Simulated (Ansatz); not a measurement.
## Mo2C3: from a trial structure to a relaxed crystal

Method: Ansatz 0.2.0, DFT PBE, scalar-relativistic, plane waves, PAW. Cutoff 420 eV, Γ-centred k mesh, Gaussian smearing, no spin polarisation in the final step.

The start puts Mo2C3 on the tetradymite structure type (R-3m, No. 166), with Mo in place of Bi, C in place of Te, at a guessed volume.

```
Mo C
1.0
     1.48799    0.85909    6.89759
    -1.48799    0.85909    6.89759
     0.00000   -1.71818    6.89759
Mo C
2 3
Cartesian
  0.0000 0.0000 8.2771
  0.0000 0.0000 12.4157
  0.0000 0.0000 0.0000
  0.0000 0.0000 4.3351
  0.0000 0.0000 16.3576
```

Cell and atoms relax at zero pressure; the relaxation can't lower the symmetry of the start. After a coarse first stage the cell is made exact in the group found at 0.06 Å.

Formation energies are uncorrected and refer to the elements' standard structures at the same level.

Question: Describe the relaxed structure.

Answer: It keeps R-3m (No. 166), but not the shape of the type it started on. Conventional cell: a = 3.065 Å, c = 25.109 Å. Mo is coordinated by 3 C at 2.03 Å and 3 C at 2.24 Å; around C on Wyckoff site a (1 atom of the primitive cell) lie 6 Mo at 2.24 Å; C on Wyckoff site c (2 atoms of the primitive cell) has 3 Mo at 2.03 Å.

```
Mo C
1.0
     1.53232    0.88469    8.36954
    -1.53232    0.88469    8.36954
     0.00000   -1.76937    8.36954
Mo C
2 3
Direct
  0.38819 0.38819 0.38819
  0.61181 0.61181 0.61181
  0.00000 0.00000 0.00000
  0.23896 0.23896 0.23896
  0.76104 0.76104 0.76104
```

Question: What are its volume, energy, density and gap?

Answer: The volume per atom is 13.6 Å³, the density is 5.6 g/cm³ and the energy over the elements is 0.977 eV/atom. The gap on the 12×12×12 mesh is 0.20 eV.

The final run used a 12×12×12 mesh on its 5-atom cell and 0.02 eV smearing. No dispersion correction is applied, so the spacing between layers, chains or molecules is poorly fixed, and with it the volume and density. A structure relaxed within its symmetry needn't be a true minimum.

Cost: 3 runs of about 3.2 core-minutes in all, on Intel Xeon Platinum 8488C (Sapphire Rapids) (shared hosts).